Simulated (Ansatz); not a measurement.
Task: a relaxed scan of one distance of H2MgO, SMILES [OH][MgH], with Ansatz 0.2.0, Python API. Give the script and its output. Level of theory (for the species named): PBE, def2-SVP basis, multiplicity 1, D4 dispersion.

Input file `h2mgo.xyz`:
```text
4

O     0.08550   -1.11660    0.91990
Mg   -0.33980    0.50920   -0.25870
H     0.90210   -1.37900    0.61310
H    -0.59230    1.92600   -1.29460
```

`run_relaxed_scan.py`
```python
"""One bond of H2MgO held at set lengths while the rest relaxes."""

import ansatz as az
import numpy as np

BASIS = "def2-SVP"
FUNCTIONAL = "pbe"
DISPERSION = "d4"


def main() -> None:
    system = az.Crystal.molecule_from_extxyz("h2mgo.xyz")

    calculation = (
        system.calculation()
        .basis(gaussian=BASIS)
        .functional(FUNCTIONAL, dispersion=DISPERSION)
    )
    symbols = [site.symbol for site in system.cartesian_sites]
    pairs = [(0, 1), (0, 2), (1, 3)]
    print("held (A)   E (eV)        ", "  ".join(f"{symbols[i]}{i}-{symbols[j]}{j}" for i, j in pairs))
    for length in [1.89, 2.05, 2.22, 2.46, 2.77]:
        r = calculation.relax(constraints=[az.DistanceConstraint((0, 1), at=length)], force_tolerance=0.02, max_steps=60).run(threads=1, backend="cpu").report
        xyz = np.array(r["positions_ang"])
        print(f"{length:6.2f} {r['free_energy_ev']:14.5f}  ", "  ".join(f"{np.linalg.norm(xyz[i] - xyz[j]):.3f}" for i, j in pairs))


if __name__ == "__main__":
    main()
```

```console
$ python run_relaxed_scan.py
held (A)   E (eV)         O0-Mg1  O0-H2  Mg1-H3
DeckWarning: relax.constraints: the input's atoms, or those drawn, lie off the distances that are held; a relaxation that starts there is brought onto them ahead of its first SCF, by positions alone, [...]
  1.89    -7515.31808   1.890  0.969  1.700
  2.05    -7515.02767   2.050  0.974  1.700
  2.22    -7514.57143   2.220  0.978  1.698
  2.46    -7513.85458   2.460  0.980  1.700
  2.77    -7512.97214   2.770  0.982  1.700
```
(Warnings from the package without file and line, shortened, repeats left out.)

Reading the output:
- The settings weren't tested for convergence.
- The energies are electronic: no zero-point or thermal terms, and the basis set is short of its limit.
- Wall time of the script: 22 s on 1 thread of Arm Neoverse V2, with other jobs on the host, peak memory 0.18 GiB.
